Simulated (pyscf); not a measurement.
PySCF, gas phase, ωB97X-D3(BJ)/def2-SVP geometries.

### Question
Estimate by transition-state theory the rate constant of H₃Si–O–B(Cl)–Cl (SMILES [SiH3]OB(Cl)Cl) + H₂ (SMILES [H][H]) → HO–B(Cl)–Cl (SMILES OB(Cl)Cl) + SiH₄ (SMILES [SiH4]) (singlet surface; O–Si, H–H broken, H–O, H–Si formed) at 900 K, with ωB97M-D3(BJ)/def2-TZVP energies (ideal gas, 1 atm, RRHO with modes under 100 cm⁻¹ raised to 100, one conformer, R ln 2 for chiral ones without a mode under 150 cm⁻¹; no tunnelling).

### Answer
The electronic barrier is 57.0 kcal/mol and the thermal terms add +25.7, so ΔG‡ = 82.7 kcal/mol. With k_BT/h = 1.88e+13 s⁻¹ and RT = 1.788 kcal/mol, and a volume of 1.23e-19 cm³ per molecule at 1 atm, k = 1.9e-26 cm³ molecule⁻¹ s⁻¹. Wigner's tunnelling factor for 1282i cm⁻¹ would be 1.17. A shift of 1 kcal/mol in the barrier changes k by a factor 1.7. One saddle was located; it need not be the lowest between these sides.
